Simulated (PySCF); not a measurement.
Zinc-blende GaAs, treated with PBE0 (GTH pseudopotentials, Gaussian basis; PySCF).

The same calculation (at the measured cell, 22.584 Å³/atom) with different numerical settings; throughout: k mesh 2×2×2:

```csv
run,basis,gap on the mesh (eV),total energy (eV/atom)
1,DZ,2.416,-1093.1009
2,TZ,2.427,-1093.1981
3,QZ,2.421,-1093.2121
```

In the column total energy (eV/atom) the first row differs from the last by +0.1112 and the next to last by +0.0140.

The last row is no converged limit: other settings stay fixed.

Spin–orbit coupling is not included.
